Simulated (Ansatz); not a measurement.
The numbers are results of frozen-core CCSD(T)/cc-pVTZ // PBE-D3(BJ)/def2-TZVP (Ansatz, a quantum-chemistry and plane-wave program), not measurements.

Ansatz 0.2 input:
```yaml
crystal:
  periodic: [false, false, false]
  atoms:
    - { symbol: C, position_ang: [-0.391547, -0.026226, 0.139226] }
    - { symbol: C, position_ang: [1.047056, -0.030524, 0.04568] }
    - { symbol: O, position_ang: [2.172143, -0.049146, 0.028695] }
    - { symbol: H, position_ang: [-0.987477, -0.377879, -0.873937] }
    - { symbol: H, position_ang: [-0.868696, -0.275287, 1.116445] }
    - { symbol: H, position_ang: [-0.968419, 0.804403, -0.556051] }
basis:
  gaussian: { orbitals: cc-pVTZ }
correlation:
  method: ccsd_t
total_charge: 2
magnetization:
  spin_polarized: true
  initial_magnetization: 1
```

Output:

```
Functional definition: HF
771 factors; integrals over basis functions are off by at most 1.2e-3 eV
mean field evaluation 1: about -4109.7855 eV, gradient 4.9e1 eV
mean field evaluation 2: about -4109.7865 eV, gradient 4.9e1 eV
mean field evaluation 4: about -4119.0215 eV, gradient 5.8e0 eV
mean field evaluation 8: about -4119.2853 eV, gradient 4.8e-1 eV
mean field evaluation 16: about -4119.3282 eV, gradient 5.9e-5 eV
mean field evaluation 32: about -4116.4096 eV, gradient 7.0e0 eV
mean field evaluation 64: about -4115.5430 eV, gradient 2.2e-3 eV
mean field evaluation 96: about -4115.5430 eV, gradient 4.3e-3 eV
mean field evaluation 128: about -4112.6104 eV, gradient 1.3e0 eV
mean field evaluation 160: about -4112.8547 eV, gradient 1.2e-2 eV
mean field evaluation 192: about -4113.6015 eV, gradient 4.8e-3 eV
mean field evaluation 224: about -4113.3320 eV, gradient 3.5e-1 eV
mean field -4119.32819082 eV, -151.3825188318 hartree, gradient 1.9e-6 eV, S^2 0.883608; 2 other end points of the search recorded, 0 dependent functions left out
3 core orbitals not correlated
reference -4119.32819082 eV, -151.3825188318 hartree; 8, 7 occupied and 121, 122 virtual orbitals, 771 factors
second order -13.42033184 eV of doubles, -0.00000000 eV of singles
cycle   1  -13.28462310 eV  change    1.4e-1 eV  update   1.2e-1
cycle   2  -13.81205369 eV  change   -5.3e-1 eV  update   4.5e-2
cycle   3  -14.02105139 eV  change   -2.1e-1 eV  update   3.1e-2
cycle   4  -14.03395424 eV  change   -1.3e-2 eV  update   1.4e-2
cycle   5  -14.04282418 eV  change   -8.9e-3 eV  update   6.6e-3
cycle   6  -14.04387499 eV  change   -1.1e-3 eV  update   2.4e-3
cycle   7  -14.04454963 eV  change   -6.7e-4 eV  update   9.6e-4
cycle   8  -14.04500012 eV  change   -4.5e-4 eV  update   5.5e-4
cycle   9  -14.04495831 eV  change    4.2e-5 eV  update   2.3e-4
cycle  10  -14.04490294 eV  change    5.5e-5 eV  update   1.0e-4
cycle  11  -14.04499969 eV  change   -9.7e-5 eV  update   3.9e-5
cycle  12  -14.04498072 eV  change    1.9e-5 eV  update   1.6e-5
cycle  13  -14.04499314 eV  change   -1.2e-5 eV  update   7.1e-6
perturbative correction -0.65641089 eV, -0.0241226551 hartree
Total energy: -4134.02959484 eV, -151.9227854646 hartree
```

Cost: roughly 50 core-seconds.
